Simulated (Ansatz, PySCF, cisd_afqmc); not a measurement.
Species: CH2F2, charge 0, singlet. CH2F2 (difluoromethane, SMILES FCF).
B3LYP-D3(BJ)/def2-TZVP minimum from Ansatz (a quantum-chemistry and plane-wave program):
```
C
F 1 1.3618
F 1 1.3618 2 108.56
H 1 1.0913 2 108.69 3 -118.06
H 1 1.0913 4 113.42 3 -121.01
```
Charge 0, spin multiplicity 1.

Atomisation energy term by term, kcal/mol (programs: Ansatz, cisd_afqmc). Open shells are spin-unrestricted; no spin-orbit coupling. Correlated methods leave the cores frozen. Rows without X2C or -DK are non-relativistic. AFQMC/CISD: phaseless, guided by CISD from CCSD amplitudes; bars are statistical, one sigma. Outlying blocks are dropped, and bars are widened where a walk drifts. Over all cases where full CI ran beside it in this data, AFQMC minus full CI had a median of +0.1 mEh and passed +0.4 mEh in a tenth of the cases. CBS(X,Y): correlation extrapolated as X^-3, Hartree-Fock from the larger set (Q,5: extrapolated as (X+1)exp(-9√X)). A bracket is a step between two methods taken in the basis named. 'core' is core correlation in cc-pwCVTZ, 'X2C' scalar relativity in cc-pVTZ-DK, both at CCSD(T). Where a partner has so few electrons that a lower coupled-cluster level is exact, that level stands in.

```json
[
 {"term": "Hartree-Fock", "basis": "CBS(cc-pVQZ,cc-pV5Z)", "kcal/mol": "309.71"},
 {"term": "CCSD correlation", "basis": "CBS(cc-pVQZ,cc-pV5Z)", "kcal/mol": "119.16"},
 {"term": "(T)", "basis": "CBS(cc-pVQZ,cc-pV5Z)", "kcal/mol": "8.28"},
 {"term": "CCSDT(Q) - CCSD(T)", "basis": "cc-pVTZ", "kcal/mol": "0.00"},
 {"term": "core correlation", "basis": "cc-pwCVTZ", "kcal/mol": "1.14"},
 {"term": "scalar relativity", "basis": "X2C, cc-pVTZ-DK", "kcal/mol": "-0.53"},
 {"term": "minus zero-point energy", "basis": "Hessian by PySCF at B3LYP-D3(BJ)/def2-TZVP", "kcal/mol": "-20.48"},
 {"term": "sum: D0", "basis": "", "kcal/mol": "417.3"}
]
```

The step beyond CCSD(T) by other levels: AFQMC/CISD in cc-pVDZ 0.37 ± 0.16; CCSDT(Q) in cc-pVDZ 0.51; AFQMC/CISD in cc-pVTZ 0.24 ± 0.18 kcal/mol.
